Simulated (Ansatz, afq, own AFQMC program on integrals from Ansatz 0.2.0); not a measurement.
# AlBH, quartet: a scan with AFQMC

```yaml
atoms:
  - { symbol: B, position_ang: [0.0000, 0.0000, 1.8170] }
  - { symbol: Al, position_ang: [0.0000, 0.0000, -0.1200] }
  - { symbol: H, position_ang: [0.0000, 0.0000, -1.6970] }
```

The B1–Al2 distance is changed with both sides rigid. Energies in kcal/mol count from this geometry (1.937 Å) at the same level; the start stands on UHF, each point on the determinant named.

Basis 6-31G. Only valence electrons are correlated. Ansatz 0.2.0 and our own AFQMC program on the same integrals; the CISD trial comes from CCSD amplitudes, and released means the phaseless constraint is let go. ± is one standard error of the sampling.

Cautions, each for one point or more: cluster runs in doubt by the program's own checks; lower spins were not checked; strong correlation; the search met a lower determinant of the same kind, perhaps of another symmetry, and this one is a saddle point; unrestricted determinant slightly spin contaminated.

| r(B1–Al2) / Å | det. | T1 | weight | ⟨S²⟩ | PBE0 | CCSD | CCSD(T) |
| --- | --- | --- | --- | --- | --- | --- | --- |
| 1.535 | UHF | 0.019 | 0.93 | 3.75 | 64.0 | 69.0 | 69.5 |
| 2.349 | UHF | 0.052 | 0.86 | 3.77 | 18.2 | 14.6 | 13.6 |
| 3.028 | UHF | 0.086 | 0.73 | 3.82 | 60.9 | 50.5 | 49.9 |
| 4.211 | UHF | 0.016 | 0.91 | 3.76 | 76.5 | 59.5 | 60.5 |
| 6.724 | UHF† | 0.014 | 0.91 | 3.75 | 77.6 | 60.1 | 61.1 |

Question: Estimate the curve of full CI, counted from the same start.

Answer: 
```csv
r(B1–Al2) / Å,det.,T1,weight,⟨S²⟩,FCI,ph-AFQMC/CISD,CCSDT(Q)
1.535,UHF,0.019,0.93,3.75,69.8,69.4 ± 0.06,69.7
2.349,UHF,0.052,0.86,3.77,13.0,13.8 ± 0.06,13.1
3.028,UHF,0.086,0.73,3.82,47.9,50.4 ± 0.09,47.8
4.211,UHF,0.016,0.91,3.76,60.6,60.7 ± 0.05,60.6
6.724,UHF†,0.014,0.91,3.75,61.7,61.3 ± 0.05,61.6
```

Weight is that of the determinant in the CISD state; at the start T1 is 0.026 and the weight 0.91, and ⟨S²⟩ is 3.75. A dagger marks points whose determinant fills other symmetries than the start's, so the wave-function levels may follow another state there, or a degenerate partner. Largest departures from full CI: CCSD(T) 2.1 kcal/mol at 3.028 (on UHF), ph-AFQMC/CISD 2.5 kcal/mol at 3.028 (on UHF), CCSDT(Q) 0.1 kcal/mol at 2.349 (on UHF), PBE0 15.9 kcal/mol at 4.211, CCSD 2.7 kcal/mol at 3.028 (on UHF). Functionals count only at points shown to share the start's state and spin. In this small basis the wave-function levels are far from their limit, so their gap to the functionals isn't the functionals' error. In total energy ph-AFQMC/CISD lies 23.6 ± 2.1 meV above full CI at the start, so its agreement along the curve rests in part on cancellation.

CCSDT and higher add their correlation energy to the determinant of the CCSD(T) run, since their own runs factorise the integrals more tightly (a shift of under 2 meV). A walk keeps the symmetry of its determinant, which the program's search chose and which needn't be the lowest solution, so a lower state of the same spin and another symmetry isn't excluded.
